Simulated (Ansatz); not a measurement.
Two isomers of C2H5NO2: A = `COC(=N)O`, B = `C=NC(O)O`.

Calculated with Ansatz (gas phase, PBE0-D4/def2-TZVP geometries, no zero-point term in ΔE). CCSD(T)/CBS is the MP2 limit (def2-TZVPP, def2-QZVPP) plus CCSD(T) − MP2 in def2-TZVPP, frozen cores. Functionals use def2-TZVPP. B3LYP here is the variant with VWN-RPA as its local correlation; programs differ in this. One conformer a species, not always the lowest.

Question: Which isomer does CCSD(T)/CBS put lower? Give the gap. (An estimate is asked.)

Answer: Ansatz gave: A, by 9.6 kcal/mol.

Question: Give E(B) − E(A) in kcal/mol with CCSD/def2-TZVPP, MP2/def2-TZVPP, ωB97M-V, CCSD(T)/def2-SVP, B3LYP-D4, HF/def2-TZVPP, CCSD(T)/def2-TZVPP. (Best estimate.)

Answer: Ansatz gave: CCSD/def2-TZVPP 10.0, MP2/def2-TZVPP 10.8, ωB97M-V 11.8, CCSD(T)/def2-SVP 10.5, B3LYP-D4 12.0, HF/def2-TZVPP 12.9, CCSD(T)/def2-TZVPP 9.8. None reverses the order clearly.

Question: Does the order hold for the free energy at 298.15 K (harmonic terms from PBE0-D4)? (Estimate.)

Answer: Ansatz gave: Yes: G(B) − G(A) = +8.4 kcal/mol, for one conformer each.

Largest T1 diagnostic: 0.013.

Leaving LDA and LC-ωPBE aside and taking each functional with its dispersion term where it has one, the values, not all of them listed here, spread over 2.7 kcal/mol, from BLYP-D4 to r2SCAN0-D4. LDA lies +1.7 kcal/mol from PBE without D4. In def2-TZVPP, CCSD(T) changes the Hartree–Fock value by −3.0 kcal/mol (the triples alone add −0.2 kcal/mol) and MP2 by −2.1 kcal/mol.
